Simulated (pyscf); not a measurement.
`[FH]` + `[OH][SiH2][O][SiH3]` → `[F][SiH2][O][SiH3]` + `[OH2]`, a four-centre exchange (singlet surface; F–H, O–Si broken, F–Si, H–O formed). Single points on ωB97X-D3(BJ)/def2-SVP structures (PySCF, gas phase). Energies in kcal/mol from the separated reactants.

Small-basis levels: PySCF, no dispersion term, spherical d functions. 

**Question.** Quick B3LYP/LANL2DZ single points give ΔE‡ = 6.7 kcal/mol and ΔE = -7.6 kcal/mol. What does ωB97M-D3(BJ)/def2-TZVP give, and how far is the quick result from it?

**Answer.** ωB97M-D3(BJ)/def2-TZVP gives ΔE‡ = 14.5 kcal/mol and ΔE = -10.1 kcal/mol. B3LYP/LANL2DZ lies 7.8 kcal/mol under it in the barrier and 2.5 kcal/mol over it in the reaction energy, so on this step it does not hold to within 3.0 kcal/mol. ωB97M-D3(BJ)/def2-TZVP has limits of its own. On the reactant side the descent ends in a bound adduct, 8.8 kcal/mol under the separated species and 23.6 kcal/mol under the saddle at ωB97X-D3(BJ)/def2-TZVP. This is the saddle that the search found; another between the same sides may lie lower.
